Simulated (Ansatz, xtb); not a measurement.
System: AlCl$_{3}$ (charge 0, singlet). 
Coordinates optimised at B3LYP-D3(BJ)/def2-TZVP (Ansatz, a program for electronic structure):
SMILES: [Cl][Al]([Cl])[Cl]
```xyz
4

Al     0.0000     0.0000     0.0000
Cl    -0.0059     2.0762     0.0283
Cl     1.8011    -1.0328    -0.0289
Cl    -1.7952    -1.0434     0.0007
```
Charge 0, spin multiplicity 1.

Harmonic wavenumbers from GFN2-xTB (xtb, at its own minimum), cm⁻¹: 115, 115, 215, 386, 613, 614.

### Question
Give the harmonic wavenumbers at B3LYP-D3(BJ)/def2-TZVP (Ansatz, finite differences of forces, unscaled).

### Answer
145, 145, 201, 379, 615, 615 cm⁻¹. Zero-point energy 3.0 kcal/mol.

### Question
From these and the geometry, give the ideal-gas thermochemistry at 298.15 K and 1 atm (rigid rotor, harmonic oscillator).

### Answer
Point group D3h, rotational symmetry number 6. Rotational constants 2.204, 2.204, 1.102 GHz. S(trans) 40.58, S(rot) 24.93, S(vib) 9.50, S(elec, spin only) 0.00, S 75.0 cal/(mol K). H(298) - H(0) 3.94 kcal/mol; G - E(el) -15.4 kcal/mol.
